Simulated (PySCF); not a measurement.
# Simulated absorption spectrum

Compound: thietane, C3H6S.
InChI=1S/C3H6S/c1-2-4-3-1/h1-3H2

The calculation used TDDFT CAM-B3LYP/aug-cc-pVTZ, vertical, gas phase, core orbitals frozen in the response (PySCF 2.14.0, density-fitted response routines). Geometry: PBE0-D3(BJ)/def2-TZVP; no solvent, vibrations or thermal averaging.

Computed states:

| state | E (eV) | f |
| --- | --- | --- |
| S1 | 4.52 | 0.0001 |
| S2 | 5.53 | 0.017 |
| S3 | 5.83 | 0.011 |
| S4 | 6.04 | 0.029 |
| S5 | 6.51 | 0.0000 |
| S6 | 6.88 | 0.0057 |
| S7 | 6.90 | 0.035 |
| S8 | 6.97 | 0.026 |
| S9 | 7.02 | 0.0015 |
| S10 | 7.34 | 0.0018 |

Each state is given a Gaussian of 0.4 eV full width at half maximum, with ε(max) = 2.175×10⁸ f / Δν̃ (Δν̃ the width in cm⁻¹). The width is an assumption, not a result. The curve ends short of the highest state used, and states not computed would add to its high-energy end.

**Question.** Give the broadened spectrum and its maxima.

**Answer.** 
```csv
E (eV),ε (L mol⁻¹ cm⁻¹)
3.92,0
3.99,0
4.06,0
4.12,0
4.19,1
4.25,1
4.32,2
4.38,3
4.45,4
4.51,4
4.58,4
4.64,3
4.71,2
4.78,1
4.84,1
4.91,2
4.97,5
5.04,18
5.10,47
5.17,123
5.23,246
5.30,472
5.36,726
5.43,1038
5.49,1259
5.56,1417
5.63,1487
5.69,1541
5.76,1676
5.82,1875
5.89,2152
5.95,2334
6.02,2357
6.08,2160
6.15,1716
6.21,1252
6.28,752
6.35,398
6.41,240
6.48,234
6.54,403
6.61,859
6.67,1508
6.74,2519
```

Maxima: 207 nm (5.99 eV), ε about 2400, made up of S3 (20%) and S4 (79%) (ε in L mol⁻¹ cm⁻¹; maxima over ε = 5, shares over 10%). At its high-energy end, 6.74 eV, the curve is still rising (ε about 2500, from S6, S7 and S8).

**Question.** Coming from long wavelengths, where does ε first pass 100 L mol⁻¹ cm⁻¹?

**Answer.** At about 241 nm (5.15 eV), 0.63 eV above S1.

**Question.** On this curve, what absorbance would a 10⁻⁵ mol/L sample give at 222 nm over a 1 cm path?

**Answer.** 222 nm is 5.585 eV, where ε is about 1400 L mol⁻¹ cm⁻¹, so A = ε c l ≈ 0.014 (Beer–Lambert, with the gas-phase spectrum and the assumed width).

**Question.** What would ε be at 5.99 eV, the highest of these maxima, with half the width (0.2 eV)?

**Answer.** About 3510 L mol⁻¹ cm⁻¹ against 2380, a factor of about 1.5; a lone state at its own centre would give exactly 2.
